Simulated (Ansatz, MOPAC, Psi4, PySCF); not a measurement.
Molecule: formaldehyde, CH2O, charge 0, multiplicity 1. SMILES: O=C
Structure (B3LYP-D3(BJ)/def2-TZVP (Ansatz, a quantum-chemistry and plane-wave program) minimum search):
```xyz
4

O     -0.0009    -0.0102     0.6728
C      0.0007     0.0079    -0.5259
H     -0.0027     0.9554    -1.0993
H      0.0057    -0.9218    -1.1276
```
Charge 0, spin multiplicity 1.

Wanted: enthalpy of formation at 298 K, in kcal/mol. Set-up: UHF or UKS for open shells; 6-311+G** with 5d; no spin-orbit coupling; valence correlation only; non-relativistic; dispersion terms only where a functional's name holds one; six Cartesian d functions in 6-31G* and its kin unless marked 5d. Basis-set limits of correlation are two-point, X^-3; Hartree-Fock from the larger set. First-principles rows: single points at B3LYP-D3(BJ) geometries (Ansatz), with unscaled harmonic terms from B3LYP/6-31G* at its own minima, enthalpies of formation by atomisation with measured atoms. Semi-empirical rows: MOPAC heats of formation at their own minima for 298 K.

Measured values: Active Thermochemical Tables 1.112 (ions: stationary electron), as tabulated in the package chemicals; they hold spin-orbit and core effects, anharmonicity. 

Value to compare with, the measured value: -26.1 kcal/mol.

| level | program | enthalpy of formation at 298 K (kcal/mol) | error |
|---|---|---|---|
| MNDO | MOPAC | -32.9 | -6.8 |
| PBE/STO-3G | Ansatz | -67.8 | -41.7 |
| PBE/def2-SVP | Ansatz | -40.5 | -14.4 |
| B3LYP/6-31G** | Ansatz | -25.6 | 0.5 |
| B3LYP/def2-SVP | Ansatz | -27.1 | -1.0 |
| B3LYP/cc-pVDZ | Ansatz | -18.6 | 7.5 |
| B3LYP/6-311+G** | Ansatz | -22.3 | 3.8 |
| PBE0/6-311+G** | Ansatz | -21.6 | 4.5 |
| M06-2X/6-311+G** | PySCF | -21.7 | 4.4 |
| wB97X-D/6-31G* | Psi4 | -23.8 | 2.3 |
| MP2/STO-3G | Ansatz | 20.1 | 46.2 |
| MP2/3-21G | Ansatz | 37.1 | 63.2 |
| MP2/6-31G* | Ansatz | -1.7 | 24.4 |
| wB97M-V/def2-TZVPD | Ansatz | -25.8 | 0.3 |
| B2PLYP-D3(BJ)/def2-TZVPD | Ansatz + dftd3 | -22.9 | 3.2 |
| CCSD(T)/CBS(def2-TZVPPD,def2-QZVPPD) | Ansatz | -25.0 | 1.1 |

Among the 13 habitual levels, MP2/3-21G lies farthest from the measured value (63.2 kcal/mol); 9 of 13 lie above it, and their mean absolute error is 17.0 kcal/mol, the median 6.8. One case shows no general order.

The levels are drawn from those run, B3LYP/6-31G* more often than the rest, none by its result; runs whose electronic state is in doubt are left out.
